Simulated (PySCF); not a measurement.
A made-up structure of NaSiH3O, singlet:

```tsv
atom	x (Å)	y (Å)	z (Å)
Na1	-2.7286	-1.2836	0.4457
O2	-0.9564	-0.4485	0.1496
Si3	0.4605	0.2328	-0.0849
H4	-2.4071	-3.1876	0.8356
H5	0.4145	1.4215	-1.0072
H6	1.1015	0.7447	1.1770
```

It is relaxed with PBE-D4/def2-SVP and then PBE0-D4/def2-TZVP (PySCF 2.14 with density fitting (its default auxiliary sets; JK sets also for MP2 and CCSD(T))). Atoms count as bonded within 1.22 times the sum of their covalent radii (H–H: 0.88 Å). The end point is not checked to be a true minimum.

(1) Does its bonding change? (A judgement: the text doesn't fix the answer.)

Answers

(1) Computed: No: no bond forms or breaks.

Where it ends: The first stage lowers the energy by 0.81 eV in 18 steps. It ends as NaSiH₃O ([NaH][O][SiH2]):
| atom | x (Å) | y (Å) | z (Å) |
| --- | --- | --- | --- |
| Na1 | -2.2552 | -1.9971 | 0.5116 |
| O2 | -0.8472 | -0.2729 | 0.1791 |
| Si3 | 0.2830 | 0.7083 | -0.0856 |
| H4 | -3.2385 | -3.6472 | 0.7343 |
| H5 | 0.4411 | 1.4264 | -1.3709 |
| H6 | 1.3282 | 1.0215 | 0.9145 |

Labels in which every atom is bracketed show which atoms are joined, not bond orders.

For scale, one of the runs: PBE0-D4/def2-TZVP relaxation, 118 basis functions, launched by `OMP_NUM_THREADS=2 python run.py`. Hardware: 2 CPU threads of an Arm Neoverse V1, shared host. Wall time 110 s; peak host memory 1.1 GiB.
